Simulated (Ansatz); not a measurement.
**NH2S (quartet): wave-function methods side by side, cc-pVDZ**

Aim: climb from Hartree-Fock through coupled cluster and multireference methods for NH2S (quartet) at one geometry and basis, and see what each rung misses.

Program: Ansatz 0.2.0, Gaussian basis. Level of theory: cc-pVDZ, core rule «outside noble gas», up to 6 orbitals frozen. These are calculated values, not measurements.

To be run: UHF; CCSD(T) on ROHF; CCSD(T) on UHF; BCCD(T) on ROHF; CISD; CCSDT(Q) on ROHF; CCSDT(Q) on UHF; CASSCF and MRCISD+Q, 13 electrons in 10 orbitals; CASSCF and MRCISD+Q(relaxed), 13 electrons in 10 orbitals; CASSCF and NEVPT2, 13 electrons in 10 orbitals.

17 further runs of the same task are left out: 6 that didn't finish, 11 set aside as unsound or not needed.

## Step 1: The system

The geometry is a PBE0/def2-TZVP stationary point (not a proven minimum) of the parent state, kept for this charge and spin.

4 atoms, charge 0, spin multiplicity 4.

Atoms are counted from 1 here; the program's logs count them from 0.

Bond lengths: N1–S2 1.625 Å, N1–H3 1.024 Å, S2–H4 1.348 Å. Angles: S2–N1–H3 104.9°, N1–S2–H4 97.5°.

## Step 2: UHF

in.yaml

```yaml
crystal:
  periodic: [false, false, false]
  atoms:
    - {symbol: N, position_ang: [0.000000, -0.187817, 1.099702]}
    - {symbol: S, position_ang: [0.000000, 0.096160, -0.500007]}
    - {symbol: H, position_ang: [0.000000, 0.740397, 1.531227]}
    - {symbol: H, position_ang: [0.000000, -1.189495, -0.906663]}
basis:
  gaussian: {orbitals: cc-pVDZ}
magnetization: {spin_polarized: true, initial_magnetization: 3}
hamiltonian: {xc: hf}
output: {orbitals: {seedname: orbitals}}
```

Launch:

```sh
$ ansatz run in.yaml --threads 1 --pin off --events-out ev --progress --plain --max-ram 2393MiB
```

Further steps of the session: CCSD(T) on ROHF; CCSD(T) on UHF; BCCD(T) on ROHF; CISD; CCSDT(Q) on ROHF; CCSDT(Q) on UHF; CASSCF and MRCISD+Q, 13 electrons in 10 orbitals; CASSCF and MRCISD+Q(relaxed), 13 electrons in 10 orbitals; CASSCF and NEVPT2, 13 electrons in 10 orbitals.

Before running them: what should the planned runs give, taken together? Wanted: UCCSDT(Q) below the RHF energy; RMP2 from UCCSDT(Q); UMP2 from UCCSDT(Q); RCCSD from UCCSDT(Q); RCCSD(T) from UCCSDT(Q); UCCSD(T) from UCCSDT(Q); RCCSDT(Q) from UCCSDT(Q); NEVPT2 valence from UCCSDT(Q); MRCISD+Q valence from UCCSDT(Q).

The runs gave:

| quantity | value |
| --- | --- |
| UCCSDT(Q) below the RHF energy | -9.0404 eV |
| RMP2 from UCCSDT(Q) | +26.98 kcal/mol |
| UMP2 from UCCSDT(Q) | +29.78 kcal/mol |
| RCCSD from UCCSDT(Q) | +8.95 kcal/mol |
| RCCSD(T) from UCCSDT(Q) | +1.73 kcal/mol |
| UCCSD(T) from UCCSDT(Q) | +1.74 kcal/mol |
| RCCSDT(Q) from UCCSDT(Q) | +0.09 kcal/mol |
| NEVPT2 valence from UCCSDT(Q) | +32.96 kcal/mol |
| MRCISD+Q valence from UCCSDT(Q) | +2.41 kcal/mol |
| MRCISD+Q(relaxed) valence from UCCSDT(Q) | +0.97 kcal/mol |
| levels within 1 kcal/mol (43 meV) | RCCSDT, UCCSDT, RCCSDT(Q), MRCISD+Q(relaxed) valence |
| T1 diagnostic | 0.050 |
| effectively unpaired electrons | 3.02 |

What this shows: RCCSD(T) misses by +1.73 kcal/mol, 0.8 % of the correlation energy. The occupations are near whole numbers, but T1 = 0.050 shows that the orbitals relax strongly. Of the multireference levels listed MRCISD+Q(relaxed) valence comes nearest in total energy (+0.97 kcal/mol), which doesn't show that its space is the better one. These misses are within one basis, not against nature; the frozen cores of restricted and unrestricted runs differ, which can shift their rows.
